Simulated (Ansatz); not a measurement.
This geometry of C3H6O2 (11 atoms, charge 0, multiplicity 1) is a first-order saddle point.

Computed with Ansatz, RKS revPBE-D4/def2-SVP.

```xyz
11
Properties=species:S:1:pos:R:3
C -1.402 0.802 0.603
O -0.651 1.060 -0.574
C 0.465 0.304 -0.766
C 0.947 -0.692 0.019
O 2.133 -1.347 -0.297
H -2.261 1.499 0.595
H -0.795 0.976 1.521
H -1.777 -0.247 0.625
H 0.990 0.589 -1.693
H 0.477 -0.991 0.972
H 1.939 -2.009 -0.985
```

Problem. Which two structures does it join? (They come from a converged band through this point; their orientation in space is the band's.)

Solution. No bond is made or broken. The dihedral C3–C4–O5–H11 goes from -179 to 0°.

Initial state:

```xyz
11
Properties=species:S:1:pos:R:3
C -1.373 0.789 0.630
O -0.652 1.174 -0.524
C 0.428 0.401 -0.859
C 0.888 -0.696 -0.209
O 2.002 -1.365 -0.681
H -2.202 1.513 0.751
H -0.733 0.812 1.544
H -1.797 -0.238 0.529
H 0.930 0.771 -1.766
H 0.411 -1.094 0.700
H 2.163 -2.122 -0.093
```

Final state:

```xyz
11
Properties=species:S:1:pos:R:3
C -1.386 0.832 0.600
O -0.569 1.093 -0.528
C 0.476 0.232 -0.736
C 0.825 -0.847 0.010
O 1.889 -1.678 -0.250
H -2.171 1.611 0.618
H -0.802 0.878 1.550
H -1.867 -0.173 0.535
H 1.048 0.520 -1.635
H 0.282 -1.165 0.911
H 2.340 -1.359 -1.055
```

Problem. How far does it lie above each of them?

Solution. 0.069 eV above the first and 0.128 eV above the second. This is the barrier of this one path; another mechanism may lie lower.

Time of the run: 39 s on 2 threads of Intel(R) Xeon(R) 6975P-C (Granite Rapids) (shared host), peak memory 0.15 GiB.
